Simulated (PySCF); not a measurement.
## The first ionisation energy along group 14

All values are computed (PySCF 2.14, energy differences of UHF-based or UKS calculations, no spin-orbit coupling). Values in eV. The last column holds reference values (NIST; (s) semi-empirical, (t) theoretical, else measured). Unmarked ones compare directly (S terms, centres of terms, or small fine structure); those marked * lie between the lowest fine-structure levels and include a spin-orbit shift.

| element | configurations | LDA | MP2 (valence) | SCS-MP2 (valence) | MP2 (valence and next inner shell) | SCS-MP2 (valence and next inner shell) | CCSD(T) (valence) | reference |
| --- | --- | --- | --- | --- | --- | --- | --- | --- |
| C (x2c-QZVPPall, spin-free X2C) | [He] 2s2 2p2 → [He] 2s2 2p1 | 11.686 | 11.274 | 11.141 | 11.294 | 11.155 | 11.200 | 11.262 |
| Si (x2c-QZVPPall, spin-free X2C) | [Ne] 3s2 3p2 → [Ne] 3s2 3p1 | 8.222 | 8.062 | 7.974 | 8.054 | 7.968 | 8.124 | 8.157 |
| Ge (x2c-QZVPPall, spin-free X2C) | [Ar] 3d10 4s2 4p2 → [Ar] 3d10 4s2 4p1 | 8.010 | 7.775 | 7.698 | 7.868 | 7.757 | 7.825 | 7.925 |
| Sn (x2c-QZVPPall, spin-free X2C) | [Kr] 4d10 5s2 5p2 → [Kr] 4d10 5s2 5p1 | 7.423 | 7.174 | 7.109 | 7.287 | 7.177 | 7.227 | 7.389 |
| Pb (x2c-QZVPPall, spin-free X2C) | [Xe] 4f14 5d10 6s2 6p2 → [Xe] 4f14 5d10 6s2 6p1 | 7.175 | 6.858 | 6.795 | 7.024 | 6.893 | n/a | 7.417 * |

```json
{"method": "LDA", "elements": "4", "mean error (eV)": "0.152", "mean absolute error (eV)": "0.152", "largest error (eV)": "0.424"}
{"method": "MP2 (valence)", "elements": "4", "mean error (eV)": "-0.112", "mean absolute error (eV)": "0.118", "largest error (eV)": "-0.215"}
{"method": "SCS-MP2 (valence)", "elements": "4", "mean error (eV)": "-0.203", "mean absolute error (eV)": "0.203", "largest error (eV)": "-0.280"}
{"method": "MP2 (valence and next inner shell)", "elements": "4", "mean error (eV)": "-0.058", "mean absolute error (eV)": "0.074", "largest error (eV)": "-0.103"}
{"method": "SCS-MP2 (valence and next inner shell)", "elements": "4", "mean error (eV)": "-0.169", "mean absolute error (eV)": "0.169", "largest error (eV)": "-0.212"}
{"method": "CCSD(T) (valence)", "elements": "4", "mean error (eV)": "-0.089", "mean absolute error (eV)": "0.089", "largest error (eV)": "-0.162"}
```

For Pb a determinant mixes LS terms or the coupling is close to jj, so these rows are model values.

Errors include the incompleteness of the basis and the frozen core.

"Valence" correlates the outer s and p shells and, in groups 3 to 12 and the f block, the outer d or f shell, open or full, or the next shell where the ion has no valence electron left; the wider scheme adds the next inner shell.
